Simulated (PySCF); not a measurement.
Furan, C4H4O.
InChI=1S/C4H4O/c1-2-4-5-3-1/h1-4H

Theory: PBE0/pcSseg-1 in PySCF (dipole) on a GFN2-xTB geometry, gas phase.

Take the most abundant isotopes and a rigid rotor. 

Problem. Give the principal moments of inertia and the rotational constants in MHz.

Solution. Ia = 52.11, Ib = 54.01, Ic = 106.11 u·Å²; 505379 MHz·u·Å²/I gives A = 9699, B = 9357, C = 4763 MHz.

Problem. Classify the top.

Solution. An asymmetric top. Ray's parameter κ = (2B − A − C)/(A − C) = 0.862; −1 is the prolate and +1 the oblate limit.

Problem. What does the inertial defect say?

Solution. Planar: Δ = Ic − Ia − Ib = 0.00 u·Å². For a rigid frame Δ = −2 Σ m c², so it vanishes when all atoms lie in the ab plane; here none is more than 0.01 Å from it.

Problem. Where do the levels up to J = 5 lie, in cm⁻¹?

Solution. Above 0(0,0):
J = 1: 1(0,1) 0.4710, 1(1,1) 0.4824, 1(1,0) 0.6357
J = 2: 2(0,2) 1.2705, 2(1,2) 1.2711, 2(1,1) 1.7309, 2(2,1) 1.7651, 2(2,0) 1.9076
J = 3: 3(0,3) 2.3829, 3(1,3) 2.3829, 3(1,2) 3.1751, 3(2,2) 3.1781, 3(2,1) 3.6212, 3(3,1) 3.6896, 3(3,0) 3.8170
J = 4: 4(0,4) 3.8127, 4(1,4) 3.8127, 4(1,3) 4.9242, 4(2,3) 4.9244, 4(2,2) 5.7122, 4(3,2) 5.7212, 4(3,1) 6.1423, 4(4,1) 6.2562, 4(4,0) 6.3657
J = 5: 5(0,5) 5.5602, 5(1,5) 5.5602, 5(1,4) 6.9896, 5(2,4) 6.9896, 5(2,3) 8.1002, 5(3,3) 8.1008, 5(3,2) 8.8801, 5(4,2) 8.9009, 5(4,1) 9.2950, 5(5,1) 9.4655, 5(5,0) 9.5557
Those of J = 1 are B + C, A + C and A + B.

Problem. Which lines would a microwave search look for?

Solution. The dipole components are |μa| = 0.59 D, |μb| = 0.00 D, |μc| = 0.00 D; the symmetry axis of this C2v structure is a, so μb and μc vanish by symmetry and there are no b-type or c-type lines. Some lines, for components of 0.1 D or more:

```
type  branch         J(Ka,Kc)    MHz  lower level (cm⁻¹)
   a       Q  3(3,0) ← 3(3,1)   3821               3.690
   a       Q  2(2,0) ← 2(2,1)   4271               1.765
   a       Q  1(1,0) ← 1(1,1)   4595               0.482
   a       Q  3(2,1) ← 3(2,2)  13284               3.178
   a       Q  2(1,1) ← 2(1,2)  13784               1.271
   a       R  1(0,1) ← 0(0,0)  14120               0.000
   a       R  2(1,2) ← 1(1,1)  23645               0.482
   a       Q  3(1,2) ← 3(1,3)  23748               2.383
   a       R  2(0,2) ← 1(0,1)  23969               0.471
   a       R  2(1,1) ← 1(1,0)  32835               0.636
   a       R  3(1,3) ← 2(1,2)  33330               1.271
   a       R  3(0,3) ← 2(0,2)  33348               1.271
   a       R  3(2,2) ← 2(2,1)  42360               1.765
   a       R  3(1,2) ← 2(1,1)  43294               1.731
   a       R  3(2,1) ← 2(2,0)  51372               1.908
```

No GFN2-xTB frequencies stand behind this structure, so it isn't proved a minimum. No vibrational averaging or centrifugal distortion is included, and the geometry carries the error of its method.
